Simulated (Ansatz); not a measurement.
Input file:

```yaml
crystal:
  periodic: [false, false, false]
  atoms:
    - {symbol: Al, position_ang: [0.000000, 0.000000, 0.008843]}
    - {symbol: C, position_ang: [0.000000, 0.000000, -1.914686]}
    - {symbol: H, position_ang: [0.000000, 0.000000, 1.905843]}
basis:
  gaussian: {orbitals: 6-31G}
correlation: {method: fci, electrons: outside_noble_gas}
```

```sh
$ ansatz run in.yaml --threads 1 --pin off --events-out ev --progress --plain --max-ram 2393MiB
```

(1) Roughly how long does this take on 1 thread of Arm Neoverse V2, shared host, and how much host memory?

```
502 factors; integrals over basis functions are off by at most 1.5e-7 eV
mean field evaluation 1: about -7619.8687 eV, gradient 9.9e0 eV
mean field evaluation 2: about -7619.8698 eV, gradient 9.9e0 eV
mean field evaluation 4: about -7620.3855 eV, gradient 2.0e0 eV
mean field evaluation 8: about -7620.4286 eV, gradient 1.3e-1 eV
mean field evaluation 16: about -7616.5631 eV, gradient 1.1e1 eV
mean field evaluation 32: about -7620.4289 eV, gradient 8.9e-2 eV
mean field evaluation 64: about -7620.3251 eV, gradient 5.2e0 eV
mean field -7620.42900276 eV, -280.0456005393 hartree, gradient 4.4e-6 eV, S^2 0.000000; 5 other end points of the search recorded, 0 dependent functions left out; unrestricted orbitals would lower it
mean field evaluation 96: about -7621.4199 eV, gradient 5.5e-1 eV
determinant -7620.42900276 eV, -280.0456005393 hartree, with singles and doubles -7624.41793335 eV, -280.1921910346 hartree
determinant -7617.21861199 eV, -279.9276208543 hartree, with singles and doubles -7621.89454775 eV, -280.0994583243 hartree
unrestricted determinant -7621.45883302 eV, -280.0834461032 hartree, S^2 1.2845
6 core orbitals not correlated: weight in the atoms' cores, before any rotation towards them, 1.000 or more for the frozen orbitals, at most 0.000 for the correlated occupied ones
reference -7620.42900276 eV, -280.0456005393 hartree; 4, 4 occupied and 14, 14 virtual orbitals, 502 factors
state -7624.76170778 eV, -280.2048245117 hartree
Total energy: -7624.76170778 eV, -280.2048245117 hartree
```

Natural occupations: 1.9618 1.9370 1.8762 0.9526 0.9445 0.1258 0.0735 0.0730 0.0237 0.0101 0.0044 0.0043 0.0039 0.0033 0.0019 0.0019 0.0019 0.0003.

Results:

(1) 26 s wall and 0.32 GiB.
